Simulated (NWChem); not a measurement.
System: CH cation, singlet

The following NWChem deck was run.

```
start job
memory heap 200 mb stack 900 mb global 1100 mb
charge 1
geometry units angstroms noautosym nocenter noautoz
  C      0.000000     0.000000    -0.145021
  H      0.000000     0.000000     1.002223
end
basis spherical
  * library 6-31g*
end
dft
  xc b3lyp
  iterations 150
end
property
  shielding
end
task dft property
```

Low-valent species are run as closed-shell singlets; no triplet was tried in these runs. Geometry: optimised at PBE0/def2-SVP. B3LYP is NWChem's, with the RPA form of VWN correlation.

GIAO values for the isolated, static molecule; σ is the absolute isotropic shielding, δ = σ(reference) − σ with the isolated reference molecule computed at the same levels (13C: tetramethylsilane, 1H: tetramethylsilane).

Atoms are numbered as in the input.

### Question
Predict the main results of this run. (B3LYP/6-31G* (spherical d), GIAO.) Quantities: δ C1 (ppm); δ H2 (ppm).

### Answer
```json
{
  "δ C1 (ppm)": "1149.3",
  "δ H2 (ppm)": "5.29"
}
```
